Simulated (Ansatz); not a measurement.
For body-centred tetragonal In, PBEsol in Ansatz (PAW) gives:

```
Property                   Result
-------------------  ------------
lattice parameter a       3.222 Å
lattice parameter c       4.923 Å
cohesive energy      2.73 eV/atom
```

Problem. What does HSE06-D3(BJ) (Ansatz, a first-principles code, PAW) give for the same quantities?

Solution. 
- lattice constant a: 3.180 Å (falls by 1.3 %)
- lattice parameter c: 4.899 Å (shrinks by 0.5 %)
- cohesive energy: 2.82 eV/atom (goes up by 0.09 eV/atom)

For comparison: lattice constant a 3.252 Å (measured, 293 K, no zero-point or thermal correction; as tabulated in Wikipedia's data pages); lattice parameter c 4.947 Å (measured, 293 K, not corrected to a static lattice; as tabulated in Wikipedia's data pages).

Changes are worked out from the printed values.

Unless a cell is named, each level is at its own relaxed cell (PBEsol 25.55, HSE06-D3(BJ) 24.77 Å³/atom).

Levels without +SOC leave out spin–orbit coupling, which shifts energies and cells of such heavy elements.

Ansatz's density-functional and Hartree–Fock values are scalar-relativistic unless marked +SOC, with PAW data made under PBE.
